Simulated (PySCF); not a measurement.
C4H9, SMILES C[C+](C)C, charge +1. Atoms are numbered in the order given.

```xyz
13

C     -0.3321     1.4026     0.2495
C      0.0000     0.0000     0.0000
C      1.3545    -0.4880     0.2585
C     -1.0224    -0.9146    -0.5079
H     -0.7445     1.8412    -0.6926
H      0.4954     2.0215     0.6378
H     -1.2158     1.4459     0.9322
H      2.0801     0.1541    -0.2982
H      1.5219    -1.5559     0.0342
H      1.6138    -0.2631     1.3225
H     -0.6419    -1.3872    -1.4466
H     -1.0915    -1.7911     0.1821
H     -2.0175    -0.4656    -0.6716
```
Charge +1, spin multiplicity 1.

Geometry optimised at PBE-D3(BJ)/def2-SVP. The geometry has at least one imaginary mode, so it is a saddle point at that level.

Calculation: PBE-D3(BJ)/def2-SVP (PySCF).

Harmonic, unscaled wavenumbers; measured fundamentals usually lie a few per cent lower.

Computed harmonic wavenumbers and intensities:
| mode | ν (cm⁻¹) | IR (km/mol) | Raman (Å⁴/amu) | depolarisation | moving atoms (share of kinetic energy) |
|---|---|---|---|---|---|
| 1 | 62i | 0.0 | 1.2 | 0.75 | H 94 % |
| 2 | 62i | 0.0 | 1.2 | 0.75 | H 94 % |
| 3 | 168 | 28.2 | 0.0 | – | H 96 % |
| 4 | 407 | 0.0 | 2.1 | 0.75 | C 56 %, H 44 % |
| 5 | 407 | 0.0 | 2.1 | 0.75 | C 56 %, H 44 % |
| 6 | 451 | 1.8 | 0.0 | – | H 63 %, C 37 % |
| 7 | 757 | 0.0 | 0.4 | 0.69 | H 82 %, C 18 % |
| 8 | 757 | 0.0 | 0.3 | 0.74 | H 82 %, C 18 % |
| 9 | 811 | 0.0 | 17.9 | 0.07 | C 68 %, H 32 % |
| 10 | 938 | 0.0 | 0.7 | 0.16 | H 76 %, C 24 % |
| 11 | 941 | 32.0 | 0.1 | 0.75 | H 59 %, C 41 % |
| 12 | 941 | 32.0 | 0.1 | 0.75 | H 59 %, C 41 % |
| 13 | 1049 | 32.1 | 0.0 | – | C 62 %, H 38 % |
| 14 | 1210 | 153.1 | 26.6 | 0.75 | H 85 %, C 15 % |
| 15 | 1210 | 153.1 | 26.6 | 0.75 | H 85 %, C 15 % |
| 16 | 1240 | 0.0 | 47.1 | 0.41 | H 86 %, C 14 % |
| 17 | 1300 | 63.6 | 0.1 | 0.75 | H 61 %, C 39 % |
| 18 | 1300 | 63.6 | 0.1 | 0.75 | H 61 %, C 39 % |
| 19 | 1333 | 0.0 | 15.0 | 0.75 | H 95 % |
| 20 | 1333 | 0.0 | 15.0 | 0.75 | H 95 % |
| 21 | 1364 | 55.9 | 0.0 | – | H 94 % |
| 22 | 1413 | 0.0 | 2.1 | 0.50 | H 87 %, C 13 % |
| 23 | 1451 | 46.5 | 7.7 | 0.75 | C 53 %, H 47 % |
| 24 | 1451 | 46.5 | 7.7 | 0.75 | C 53 %, H 47 % |
| 25 | 2927 | 114.1 | 30.6 | 0.75 | H 96 % |
| 26 | 2927 | 113.9 | 30.7 | 0.75 | H 96 % |
| 27 | 2942 | 0.0 | 475.4 | 0.00 | H 96 % |
| 28 | 2979 | 0.2 | 134.5 | 0.75 | H 92 %, C 8 % |
| 29 | 2979 | 0.0 | 135.3 | 0.74 | H 92 %, C 8 % |
| 30 | 2980 | 88.3 | 0.3 | 0.75 | H 92 %, C 8 % |
| 31 | 3121 | 1.6 | 40.3 | 0.51 | H 90 %, C 10 % |
| 32 | 3121 | 12.7 | 58.9 | 0.75 | H 90 %, C 10 % |
| 33 | 3121 | 11.2 | 56.5 | 0.72 | H 90 %, C 10 % |
